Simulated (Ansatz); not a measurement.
## Structure relaxation of Hf

Computed with Ansatz 0.2.0, DFT r2SCAN, scalar-relativistic, plane waves, PAW.

The start is a database structure of Hf, space group P6/mmm (No. 191).

Input of the last, converged step (default PAW datasets):

```yaml
crystal:
  lattice:
    - [4.962329544, 0.0, 0.0]
    - [-2.481164772, 4.297503447, 0.0]
    - [0.0, 0.0, 3.08623225]
  atoms:
    - { symbol: Hf, position: [0.66666667, 0.33333333, 0.5] }
    - { symbol: Hf, position: [0.33333333, 0.66666667, 0.5] }
    - { symbol: Hf, position: [0.0, 0.0, 0.0] }
basis:
  ecutwfc: 500
kpoints:
  mp_grid: { grid: [12, 12, 16] }
hamiltonian:
  xc: r2scan
scf:
  occupations: { method: gaussian, width: 0.1 }
output:
  forces: true
  stress: true
  eigenvalues: true
relax:
  adjacent_minimum: "off"
  f_tol: 0.01
  max_steps: 80
  cell: { stress_tol: 0.05 }
```

It can be run as:

```bash
ansatz run input.yaml --threads 1 --pin off --backend cpu --events-out ev --progress --plain --runs-dir out  # memory cap (--max-ram) not shown
```

The program printed at the end:

```
SCF converged after 4 iterations
Free energy (F): -47199.088953 eV
Harris-Foulkes:  -47199.088953 eV  (|F-HF|=1.46e-11)
Internal energy: -47199.077994 eV  (E = F + TS)
E sigma→0 (E₀):  -47199.083474 eV
Entropy (-TS):   -0.010959 eV (-3.653 meV/atom)
Fermi energy:    19.961470 eV
--- Per-component energies (eV) ---
  E_band       = 81.992158
  E_kinetic    = 1274.483037
  E_local      = -15152.514096  (includes V_loc(G=0)·N_el)
  E_nonlocal   = -3746.277753
  E_hartree    = 7140.806355
  E_xc         = -850.415825
  E_vxc        = -880.417413  (∫ρ·V_xc dr)
  E_paw        = -20856.684735  (= ΣΔE_a)
  E_vpaw       = 4261.645785  (= ΣTr[D̂ρ^β])
  E_aug_tail   = -0.000003  (compensation charges beyond the density's cutoff)
  E_vtau       = 43.460242  (kinetic-family band-sum trace: ∫τ·v_τ [+ j·A + Jᵃ·Aᵃ] dr)
  E_ewald      = -15009.439539
  E_core_change = 0.964566  (= ΣΔE_core)
  E_smearing   = -0.010959  (= −TS)
  E_closure    = 0.000000  (closes the sum)
  Σ components = -47199.088953   (vs F -47199.088953, Δ=0.00e0)
--- Forces (eV/Å), atoms counted from 1 ---
  atom   1  Hf     0.00000000     0.00000000     0.00000000
  atom   2  Hf     0.00000000     0.00000000     0.00000000
  atom   3  Hf     0.00000000     0.00000000     0.00000000
  max |Σ_I F_I| component: 1.11e-16 eV/Å
--- Stress (GPa, compression-positive) ---
       -0.010019       0.000000       0.000000
        0.000000      -0.010019       0.000000
        0.000000       0.000000       0.008201
  P = ⅓ Tr σ = -0.0039 GPa (-0.039 kbar)
--- Relaxed structure (3 steps of the walk, 2 accepted, 1 SCFs on fresh bases) ---
  F+E_penalty+E_count = -47199.08895336 eV   max|allowed force component| = 1.480e-16 eV/Å   (the final SCF, on the basis selected at the relaxed cell)
  cell:  # Å, volume = 66.1744 Å³
    - [4.973684, 0.0, 0.0]
    - [-2.486842, 4.307337, 0.0]
    - [0.0, 0.0, 3.088892]
  atoms:
    - { symbol: Hf, position: [0.666667, 0.333333, 0.500000] }
    - { symbol: Hf, position: [0.333333, 0.666667, 0.500000] }
    - { symbol: Hf, position: [0.000000, 0.000000, 0.0] }
```

Total energies depend on the potentials used, so only differences within one code and one set of settings carry meaning.

The result has space group P6/mmm (No. 191). Hf on Wyckoff site d (2 atoms of the primitive cell) is coordinated by 3 Hf at 2.87 Å and 8 Hf at 3.09–3.26 Å; Hf on Wyckoff site a (1 atom of the primitive cell) is coordinated by 14 Hf at 3.09–3.26 Å.

It lies 0.03 eV/atom above the element's standard state at the same level.

The k mesh leaves about 4 meV/atom of noise in metals. Spin–orbit coupling is left out.

A structure relaxed within its symmetry needn't be a true minimum.